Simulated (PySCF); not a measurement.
CHO, SMILES [CH]=O, multiplicity 2. Atoms are numbered in the order given.

```xyz
3

C     -0.1728    -0.5577     0.0000
O      0.0536     0.5890     0.0000
H      0.6079    -1.3663     0.0000
```
Charge 0, spin multiplicity 2.

Geometry: PBE0-D3(BJ)/def2-TZVPD. The isomer is the one that the SMILES or the coordinates give; other isomers of the formula were not compared.

Calculation: B3LYP/pcH-1 in PySCF.

Unrestricted Kohn–Sham, ⟨S²⟩ = 0.753. Hyperfine tensors hold the contact and dipolar terms, without spin-orbit corrections.

Computed hyperfine couplings:
```tsv
nucleus	A(iso) (MHz)	A(iso) (G)	dipolar principal values (MHz)
13C no. 1	406.4	145.0	-48.7, -44.3, 93.0
17O no. 2	-34.4	-12.3	-116.8, 54.9, 61.9
1H no. 3	380.2	135.7	-15.3, -6.5, 21.8
```

Task: And the g tensor (effective nuclear charges for spin-orbit coupling, GIAO)? (An estimate is asked for; the answer gives what the named calculation found.)

Result: principal values 1.9939, 2.0021, 2.0047; isotropic 2.0002.
